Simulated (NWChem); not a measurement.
formic acid (CH2O2); SMILES O=CO

```xyz
5

O      0.1303    -1.1053     0.0000
C     -0.4006     0.1162     0.0000
O      0.2218     1.1372     0.0000
H      1.0955    -0.9957     0.0000
H     -1.5086     0.0429     0.0000
```
Atoms are numbered in this order, from 1.

Program: NWChem. Pople sets run with spherical d functions. All runs use the structure optimised with PBE0/def2-SVP. Level PBE/6-31G*: single points from the atomic guess with DIIS by default; each run changes one setting, and all converged runs end within 0.3 mHa of each other.

```tsv
setting	SCF iterations
defaults	10
occupation smearing of 0.005 Ha	10
no level shifting	10
level shift of 0.5 Ha throughout	14
DIIS on 20 Fock matrices	8
core-Hamiltonian guess	14
```
